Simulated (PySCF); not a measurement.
Molfile (atoms numbered from 1):
```
C5H10
     RDKit          3D

 15 14  0  0  0  0  0  0  0  0999 V2000
    2.4531    0.9072    0.2891 C   0  0  0  0  0  0  0  0  0  0  0  0
    1.6218   -0.0533   -0.0672 C   0  0  0  0  0  0  0  0  0  0  0  0
    0.2725   -0.2745    0.5363 C   0  0  0  0  0  0  0  0  0  0  0  0
   -0.8386   -0.1156   -0.5065 C   0  0  0  0  0  0  0  0  0  0  0  0
   -2.2154   -0.3483    0.1020 C   0  0  0  0  0  0  0  0  0  0  0  0
    2.2052    1.6084    1.0695 H   0  0  0  0  0  0  0  0  0  0  0  0
    3.4159    1.0343   -0.1759 H   0  0  0  0  0  0  0  0  0  0  0  0
    1.8922   -0.7426   -0.8573 H   0  0  0  0  0  0  0  0  0  0  0  0
    0.1099    0.4330    1.3519 H   0  0  0  0  0  0  0  0  0  0  0  0
    0.2245   -1.2870    0.9487 H   0  0  0  0  0  0  0  0  0  0  0  0
   -0.7905    0.8907   -0.9287 H   0  0  0  0  0  0  0  0  0  0  0  0
   -0.6743   -0.8251   -1.3207 H   0  0  0  0  0  0  0  0  0  0  0  0
   -2.4030    0.3632    0.9032 H   0  0  0  0  0  0  0  0  0  0  0  0
   -2.9921   -0.2296   -0.6500 H   0  0  0  0  0  0  0  0  0  0  0  0
   -2.2858   -1.3529    0.5140 H   0  0  0  0  0  0  0  0  0  0  0  0
  1  2  2  0
  2  3  1  0
  3  4  1  0
  4  5  1  0
  1  6  1  0
  1  7  1  0
  2  8  1  0
  3  9  1  0
  3 10  1  0
  4 11  1  0
  4 12  1  0
  5 13  1  0
  5 14  1  0
  5 15  1  0
M  END
```

[PySCF 2.14: shielding tensors at PBE0/pcSseg-1 (GIAO); GFN2-xTB structure; single conformer; isolated molecule; rapidly exchanging positions averaged; non-relativistic]

Shifts are taken against calculated references (same method and geometry level): TMS for 13C (σref 186.93) and 1H (σref 31.72).

```csv
atoms,nucleus,count,Hirshfeld charge,δ (ppm)
C5,13C,1,-0.12,17.3
H8,1H,1,0.04,6.20
C2,13C,1,-0.04,148.9
C3,13C,1,-0.07,?
H6,1H,1,0.04,?
C1,13C,1,-0.11,?
H11/H12,1H,2,0.04,1.36
H13/H14/H15,1H,3,0.04,1.07
H7,1H,1,0.04,5.20
C4,13C,1,-0.06,29.0
H9/H10,1H,2,0.04,2.02
```

Question: Fill in the missing shifts.

Answer: 
- C1: 120.2 ppm, terminal =CH2 carbon; an sp2 carbon of a C=C bond
- C3: 43.8 ppm, allylic sp3 CH2; a saturated carbon with 2 carbon neighbours and no heteroatom attached
- H6: 5.37 ppm, hydrogen on a terminal =CH2 carbon; a vinylic proton, deshielded by the sp2 carbon and the C=C anisotropy

Shifts are as computed. Against solution values, carbons near 30 ppm lie about +3 ppm off and those near 130 ppm about +5 ppm. Of 1211 compounds with measured shifts, 218 miss one by over three times the rms of a fit or turn the order of signals round; such compounds aren't used in these exercises.
